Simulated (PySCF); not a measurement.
**SF4 (sulfur tetrafluoride) at 5 levels**

We compute a comparison of 5 runs (BLYP/6-311+G**, M06-L/6-311+G**, PBE0/6-311+G**, revPBE/6-311+G**, CCSD(T)/6-311+G**) of SF4 (sulfur tetrafluoride). 

Program for the calculation: PySCF 2.14.0.

**1. Starting point**

SF4 has 5 atoms, charge 0, and is taken as a singlet. SMILES: `FS(F)(F)F`. The coordinates come from a PBE0-D4/def2-TZVP relaxation.

Bond lengths: F1–S2 1.553 Å, S2–F3 1.649 Å, S2–F4 1.649 Å, S2–F5 1.553 Å. Angles: F1–S2–F3 87.6°, F1–S2–F4 87.6°, F1–S2–F5 101.3°, F3–S2–F4 172.5°, F3–S2–F5 87.6°, F4–S2–F5 87.6°.

**2. The energy at BLYP/6-311+G(d,p) (run 1)**

File geometry.xyz:

```xyz
5
F4S
F     -0.561200    -0.228000     1.172800
S      0.064000    -0.357400    -0.243000
F      1.536700    -0.462000     0.491400
F     -1.440100    -0.077300    -0.858200
F      0.400600     1.124600    -0.563100
```

File run.py:

```python
# FS(F)(F)F
from pyscf import gto, dft

mol = gto.Mole()
mol.atom = 'geometry.xyz'
mol.max_memory = 1860
mol.basis = '6-311+g**'
mol.verbose = 3
mol.build()

mf = dft.RKS(mol, xc='blyp')
mf.conv_tol = 1e-10
mf.grids.level = 5
mf.kernel()
if not mf.converged:
    mf = mf.newton().run(mf.mo_coeff, mf.mo_occ)

etot = mf.e_tot
print('E(%s) = %.9f' % ('BLYP', etot))
```

The run is started by

```sh
$ OMP_NUM_THREADS=1 python run.py
```

What it wrote:

```text
converged SCF energy = -797.593431131377
E(BLYP) = -797.593431131
```

Wall time 26 s (1 thread of Intel Xeon at 2.70GHz, shared host); peak memory 0.65 GiB.

**3. A single-point energy at M06-L/6-311+G(d,p) (run 2)**

File start.xyz:

```xyz
5
F4S
F     -0.561200    -0.228000     1.172800
S      0.064000    -0.357400    -0.243000
F      1.536700    -0.462000     0.491400
F     -1.440100    -0.077300    -0.858200
F      0.400600     1.124600    -0.563100
```

File input.py:

```python
from pyscf import gto, dft

system = gto.M(
    atom='start.xyz',
    verbose=3,
    basis='6-311+g**',
    max_memory=1860,
)

calc0 = dft.RKS(system)
calc0.xc = 'm06-l'
calc0.conv_tol = 1e-10
calc0.grids.level = 5
calc0.kernel()
if not calc0.converged:
    calc0 = calc0.newton().run(calc0.mo_coeff, calc0.mo_occ)

e_tot = calc0.e_tot
print('E = %.10f Eh' % e_tot)
```

The run is started by

```sh
$ OMP_NUM_THREADS=1 python input.py
```

What it wrote:

```text
converged SCF energy = -797.539034110278
E = -797.5390341103 Eh
```

Run time: 41 s. Hardware: 1 thread of Intel Xeon at 2.70GHz, shared host; peak memory 0.68 GiB.

Run 3 isn't shown in full; the table further down has it.

**4. The energy at revPBE/6-311+G(d,p) (run 4)**

start.xyz is that of step 3.

File job.py:

```python
from pyscf import gto, dft

mol = gto.M(
    atom='start.xyz',
    spin=0,
    max_memory=1860,
    charge=0,
    verbose=3,
    basis='6-311+g**',
)

mf = dft.RKS(mol)
mf.xc = 'revpbe'
mf.grids.level = 5
mf.conv_tol = 1e-10
mf.kernel()
if not mf.converged:
    mf = mf.newton().run(mf.mo_coeff, mf.mo_occ)

e_tot = mf.e_tot
print('E = %.10f Eh' % e_tot)
```

The run is started by

```sh
$ OMP_NUM_THREADS=1 python job.py
```

What it wrote:

```text
converged SCF energy = -797.401844611931
E = -797.4018446119 Eh
```

Wall time 23 s (1 thread of Intel Xeon at 2.70GHz, shared host); peak memory 0.65 GiB.

**5. The energy at CCSD(T)/6-311+G(d,p) (run 5)**

File input.xyz:

```xyz
5

F     -0.561200    -0.228000     1.172800
S      0.064000    -0.357400    -0.243000
F      1.536700    -0.462000     0.491400
F     -1.440100    -0.077300    -0.858200
F      0.400600     1.124600    -0.563100
```

File job.py:

```python
from pyscf import gto, cc

mol = gto.M(
    atom='input.xyz',
    basis='6-311+g**',
    spin=0,
    verbose=4,
    max_memory=1860,
)

myscf = mol.RHF()
myscf.conv_tol = 1e-10
myscf.kernel()
if not myscf.converged:
    myscf = myscf.newton().run(myscf.mo_coeff, myscf.mo_occ)

mycc = cc.CCSD(myscf, frozen=9)
mycc.kernel()
e_t = mycc.ccsd_t()
e_tot = mycc.e_tot + e_t
print('E(%s) = %.9f' % ('CCSD(T)', e_tot))
```

The run is started by

```sh
$ OMP_NUM_THREADS=1 python job.py
```

What it wrote:

```text
PySCF version 2.14.0

[... 61 lines left out ...]
converged SCF energy = -795.263308070556
[... 12 lines left out ...]
Init t2, MP2 energy = -796.256007283577  E_corr(MP2) -0.992699213021807
[... 12 lines left out ...]
CCSD converged
[... 2 lines left out ...]
E(CCSD(T)) = -796.285882971
```

Wall time 2 min (1 thread of Intel Xeon at 2.70GHz, shared host); peak memory 1.6 GiB.

**6. Overview of the runs**

| run | level | integration grid | frozen core orbitals | energy (Eh) | dipole moment (D) of the reference | HOMO energy (eV) | LUMO energy (eV) | wall time |
| --- | --- | --- | --- | --- | --- | --- | --- | --- |
| 1 | BLYP/6-311+G** | 5 | – | -797.593431 | 0.86 | -8.53 | -3.30 | 26 s |
| 2 | M06-L/6-311+G** | 5 | – | -797.539034 | 0.88 | -8.83 | -3.16 | 41 s |
| 3 | PBE0/6-311+G** | 5 | – | -797.084339 | 0.90 | -10.22 | -2.43 | 26 s |
| 4 | revPBE/6-311+G** | 5 | – | -797.401845 | 0.77 | -8.49 | -3.29 | 23 s |
| 5 | CCSD(T)/6-311+G** | – | 9 | -796.285883 | 1.13 | -14.20 | 1.27 | 2 min |

**7. What came out**

| quantity | value |
| --- | --- |
| run 5: total energy | -796.28588 Eh |
| run 5: dipole moment (Hartree–Fock density) | 1.13 D |
| run 5: HOMO energy (Hartree–Fock orbitals) | -14.20 eV |
| run 5: LUMO energy (Hartree–Fock orbitals) | 1.27 eV |
| run 5: HOMO–LUMO gap (Hartree–Fock orbitals) | 15.47 eV |
| run 5: correlation energy (9 core orbitals frozen) | -1022.6 mEh |
| run 5: (T) correction | -29.72 mEh |
| run 5: T1 diagnostic | 0.015 |

Over runs 1, 2, 3, 4 the dipole moment (its size) runs from 0.77 D (revPBE/6-311+G**) to 0.90 D (PBE0/6-311+G**). Over runs 1, 2, 3, 4 the HOMO–LUMO gap runs from 5.20 eV (revPBE/6-311+G**) to 7.79 eV (PBE0/6-311+G**). Totals of different functionals can't be ranked against each other. All runs together took 3.9 min, the longest 2 min.
